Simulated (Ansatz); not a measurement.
Structure relaxation of Ba3O

Computed with Ansatz, DFT PBE, scalar-relativistic, plane waves, PAW. Cutoff 420 eV, Γ-centred k mesh, Gaussian smearing, no spin polarisation in the final step.

A relaxed cell is given with its space group left out.

```
CELL_PARAMETERS angstrom
5.09632 0.00000 0.00000
0.00000 5.09632 0.00000
0.00000 0.00000 5.09632
ATOMIC_POSITIONS crystal
Ba 0.00000 0.50000 0.50000
Ba 0.50000 0.00000 0.50000
Ba 0.50000 0.50000 0.00000
O 0.00000 0.00000 0.00000
```

The zero of energy is the elements' standard structures at the same level (O₂ as a molecule); no fitted shifts are applied.

(1) What space group does it have?

(2) How far does it lie from the elements in energy?

(3) Is it a metal?

## Answers

(1) Pm-3m (No. 221). Conventional cell: a = 5.096 Å. Ba is coordinated by 4 O at 3.60 Å and 8 Ba at 3.60 Å; around O lie 12 Ba at 3.60 Å.

(2) 0.01 eV/atom.

(3) Yes, bands cross the Fermi level on the 10×10×10 mesh.

The final run used a 10×10×10 mesh on its 4-atom cell and 0.10 eV smearing. For metals, differences of a few meV/atom aren't resolved. The cell came from a trial start, so Ba3O may not exist in this structure.

Cost: 3 runs of about 0.97 core-minutes in all, on Intel Xeon 6975P-C (Granite Rapids) (shared hosts).